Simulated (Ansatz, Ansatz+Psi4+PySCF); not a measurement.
| atom | x (Å) | y (Å) | z (Å) |
| --- | --- | --- | --- |
| B | 0.0000 | 0.0000 | 0.0000 |
| F | 1.4152 | 0.0000 | 0.0000 |
| F | -0.7076 | 1.2256 | 0.0000 |
| F | -0.7076 | -1.2256 | 0.0000 |

Basis set: cc-pVTZ (spherical functions). Correlated methods keep 4 orbitals frozen. Charge 0, multiplicity 1.

Computed with Ansatz (development build ahead of 0.2.0); each method stands on the lowest determinant of its kind that the runs found. Restricted open shells among the atoms or ions are ROHF, correlated in semicanonical orbitals with singles.

Q: Give the atomization energy at this shape (free ground-state atoms in the same class of orbitals less the molecule, no zero-point energy) of singlet BF3 by RHF-MP2, RHF.

A:

```csv
method,atomization energy
RHF-MP2,1962.9 kJ/mol
RHF,1459.1 kJ/mol
```

Caution: the shape is not the minimum.
